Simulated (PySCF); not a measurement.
**Molecular orbitals of LiF**

PBE at R = 1.609 Å; basis Li jorge-DZP-DKH, F jorge-DZP-DKH; spin-free X2C with a Gaussian nucleus; PySCF 2.14. State: ¹Σ⁺ (singlet), closed shell. Only the outer orbitals are listed, counted within each symmetry.

| orbital | occ. | ε (eV) | on Li (%) | main shells (%) |
| --- | --- | --- | --- | --- |
| 2σ | 2 | -51.23 | 100 | 100 Li s |
| 3σ | 2 | -24.35 | 4 | 96 F s |
| 4σ | 2 | -6.10 | 4 | 96 F p |
| 1π | 2 | -5.85 | 8 | 92 F p |
| 1π | 2 | -5.85 | 8 | 92 F p |
| 5σ | 0 | -1.70 | 100 | 81 Li s, 19 Li p |
| 2π | 0 | 0.05 | 98 | 96 Li p |
| 2π | 0 | 0.05 | 98 | 96 Li p |

Q: Which are the highest filled and the lowest empty level, where do they sit, and how wide is the gap?

A: Highest filled 1π at -5.85 eV (in %: 92 F p); lowest empty 5σ at -1.70 eV (in %: 81 Li s, 19 Li p); the gap at PBE is 4.15 eV.

```json
{"bond order (Mayer)": "0.87", "⟨S²⟩": "0.000", "charge on Li (Mulliken, basis-dependent)": "0.53", "charge on Li (Löwdin, basis-dependent)": "0.33", "dipole moment (positive dipole means Li(−)F(+))": "-6.32 D", "polarisability along the bond": "8.7 bohr³", "polarisability across the bond": "11.2 bohr³"}
```
